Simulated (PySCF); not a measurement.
Working out the ionisation energy of Al

Al [Ne] 3s2 3p1 (2P) → Al⁺ [Ne] 3s2 (1S). Computed with PySCF 2.14 in aug-cc-pV(Q+d)Z, with the non-relativistic Hamiltonian (point nucleus). Frozen: [Ne]. Energies in hartree (1 hartree = 27.21139 eV):

```json
{"part": "UHF", "Al (lower)": "-241.880449", "Al⁺ (upper)": "-241.674356"}
{"part": "CCSD correlation", "Al (lower)": "-0.052084", "Al⁺ (upper)": "-0.040176"}
{"part": "(T)", "Al (lower)": "-0.001286", "Al⁺ (upper)": "0.000000"}
```

Task: What does Hartree-Fock give?

Result: (-241.674356) − (-241.880449) = 0.206093 hartree = 5.608 eV.

Task: What do CCSD and CCSD(T) give?

Result: The CCSD correlation energies differ by 0.011908 hartree = 0.324 eV and the triples by 0.001286 hartree = 0.035 eV, so CCSD gives 5.932 eV and CCSD(T) 5.967 eV.

Measured between the centres of the two terms (NIST): 5.977 eV, so CCSD(T) (valence) is off by -0.010 eV.

What remains against the reference includes basis incompleteness, the frozen core and higher excitations.
